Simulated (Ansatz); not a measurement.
# C2H5NO: rigid scan of one bond length

How does the energy of C2H5NO change as one bond is stretched? Wanted for C2H5NO: a rigid scan of one bond length. SMILES: N=CCO.

Program: the Python package of Ansatz 0.2.0. Level of theory: r2SCAN+D4/cc-pVDZ. These are calculated values, not measurements.

**1. Starting point**

Bond lengths: N1–C2 1.266 Å, C2–C3 1.485 Å, C3–O4 1.440 Å, N1–H5 1.091 Å, C2–H6 1.112 Å, C3–H7 1.146 Å, C3–H8 1.068 Å, O4–H9 0.993 Å. Angles: N1–C2–C3 117.4°, N1–C2–H6 124.3°, C3–C2–H6 118.4°, C2–N1–H5 108.1°, C2–C3–O4 114.1°, C2–C3–H7 110.0°, C2–C3–H8 112.3°, O4–C3–H7 104.2°, O4–C3–H8 110.3°, H7–C3–H8 105.2°, C3–O4–H9 98.0°.

No structure file is read: the coordinates are typed or built in the script.

**2. The script**

File run_scan.py:

```python
# -*- coding: utf-8 -*-
'''Potential curve of C2H5NO along one bond.'''

import ansatz as az
import numpy as np

system = (
    az.Crystal.molecule()
    .atom('N', (-0.8734, 0.4621, -1.0511))
    .atom('C', (-0.4931, 0.5059, 0.156))
    .atom('C', (0.5975, -0.4172, 0.5619))
    .atom('O', (1.141, -1.197, -0.5198))
    .atom('H', (-1.6765, 1.1889, -1.1808))
    .atom('H', (-0.9161, 1.1929, 0.9214))
    .atom('H', (1.4918, 0.1813, 0.9546))
    .atom('H', (0.3091, -1.0536, 1.3694))
    .atom('H', (0.5083, -0.9098, -1.2288))
)

symbols = [site.symbol for site in system.cartesian_sites]
start = np.array([site.position_ang for site in system.cartesian_sites])
axis = (start[6] - start[2]) / np.linalg.norm(start[6] - start[2])
moving = [6]
lengths, energies = [1.008, 1.054, 1.1, 1.146, 1.191, 1.237, 1.283, 1.352], []
for length in lengths:
    xyz = start.copy()
    xyz[moving] += (length - np.linalg.norm(start[6] - start[2])) * axis
    point = az.Crystal.molecule()
    for symbol, place in zip(symbols, xyz):
        point = point.atom(symbol, place.tolist())
    job = (
        point.calculation()
        .basis(gaussian='cc-pVDZ')
        .functional('r2scan', dispersion='d4')
        .accuracy('medium')
        .scf(lower_state_search='light')
    )
    rep = job.run(threads=1, pin='off').report
    energies.append(rep['free_energy_ev'])
    print(f'r = {length:6.3f} A  E = {energies[-1]:.5f} eV  <S^2> = {abs(rep["mean_field"]["state"]["spin_squared"]):.3f}')

# quartic fit about the minimum
fit = np.polynomial.Polynomial.fit(lengths, np.array(energies) - min(energies), 4).convert()
roots = [r.real for r in fit.deriv().roots() if abs(r.imag) < 1e-9 and fit.deriv(2)(r.real) > 0]
r_e = min(roots, key=lambda r: abs(r - lengths[int(np.argmin(energies))]))
print(f'minimum of the fit at {r_e:.4f} A, force constant {fit.deriv(2)(r_e):.2f} eV/A^2')
```

**3. The calls as engine input**

The package turns the script's settings into the engine's input (first run):

```yaml
crystal:
  periodic: [false, false, false]
  atoms:
    - { symbol: "N", position_ang: [-0.8734, 0.4621, -1.0511] }
    - { symbol: C, position_ang: [-0.4931, 0.5059, 0.156] }
    - { symbol: C, position_ang: [0.5975, -0.4172, 0.5619] }
    - { symbol: O, position_ang: [1.141, -1.197, -0.5198] }
    - { symbol: H, position_ang: [-1.6765, 1.1889, -1.1808] }
    - { symbol: H, position_ang: [-0.9161, 1.1929, 0.9214] }
    - { symbol: H, position_ang: [1.3844474401366407, 0.1094555327314989, 0.9074599460378607] }
    - { symbol: H, position_ang: [0.3091, -1.0536, 1.3694] }
    - { symbol: H, position_ang: [0.5083, -0.9098, -1.2288] }
accuracy: medium
basis:
  gaussian:
    orbitals: cc-pVDZ
hamiltonian:
  xc: r2scan
  dispersion: d4
scf:
  lower_state_search: light
```

**4. The run**

Started as:

```
$ python run_scan.py
```

Q: Predict the main results. Wanted: range of energy; lowest point, distance.

**Answer**, as computed:

| quantity | value |
| --- | --- |
| bond length at the fit's minimum | 1.1121 Å |
| runs compared | 8 |
| range of energy | 0.552 eV |
| lowest point, distance (Å) | 1.10 |

**Reading.** The lowest point, at 1.10, lies inside the range. The ends stand 0.201 and 0.552 eV above it. The distance scanned is the script's pair 2, 6. Notes:
- The rest of the molecule is held rigid at a force-field or estimated start geometry, and the basis set is modest; single-reference methods fail as a bond breaks.
- The orbitals are restricted, so S² is zero by construction.
